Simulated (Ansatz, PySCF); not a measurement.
System: C4H8, net charge 0, singlet state. 
Coordinates optimised at B3LYP-D3(BJ)/def2-TZVP (Ansatz, an electronic-structure program):
```xyz
12

C      0.0065     0.0014     1.4542
C      0.0006     0.0001     0.1241
H      0.0048     0.9250     2.0197
H      0.0131    -0.9212     2.0214
C     -0.0087     1.2699    -0.6778
H     -0.0098     2.1526    -0.0389
H      0.8653     1.3203    -1.3345
H     -0.8890     1.3125    -1.3267
C      0.0027    -1.2712    -0.6754
H      0.0095    -2.1526    -0.0350
H     -0.8771    -1.3229    -1.3243
H      0.8771    -1.3150    -1.3320
```
Charge 0, spin multiplicity 1.


Quantity: enthalpy of formation at 298 K (from the atomisation energy, B3LYP-D3(BJ)/def2-TZVP harmonic zero-point and thermal terms from Ansatz, and the atoms' enthalpies of formation in the G2/97 table; no spin-orbit terms, and no core term in the frozen-core levels), in kcal/mol. Valence correlation only, unless marked. Open shells are spin-unrestricted. Spin-orbit coupling is left out. Non-relativistic. The coupled-cluster limit lacks core correlation, which all-electron functionals hold. Basis-set limits of correlation are two-point, X^-3; Hartree-Fock from the larger set. The bracket is a focal-point correction in the basis named.

Measured: -4.2 kcal/mol (Active Thermochemical Tables 1.112 (ions: stationary electron), as tabulated in the package chemicals); it holds spin-orbit and relativistic effects, which these rows lack, and core correlation, which the frozen-core levels lack.

```csv
level,program,enthalpy of formation at 298 K (kcal/mol),error against measurement
B3LYP-D3(BJ)/def2-TZVPD,Ansatz + dftd3,-5.3,-1.1
B3LYP-D4/def2-TZVPD,Ansatz + dftd4,-4.1,0.1
TPSSh-D4/def2-TZVPD,PySCF + dftd4,-10.8,-6.6
B2GP-PLYP-D3(BJ)/def2-TZVPD,Ansatz + dftd3,10.3,14.5
SCS-MP2/6-31G*,Ansatz,89.9,94.1
CCSD/6-31G*,Ansatz,99.1,103.3
"RI-MP2/CBS(cc-pVTZ,cc-pVQZ)+[CCSD(T)-MP2]/cc-pVTZ",Ansatz,-2.3,1.9
```
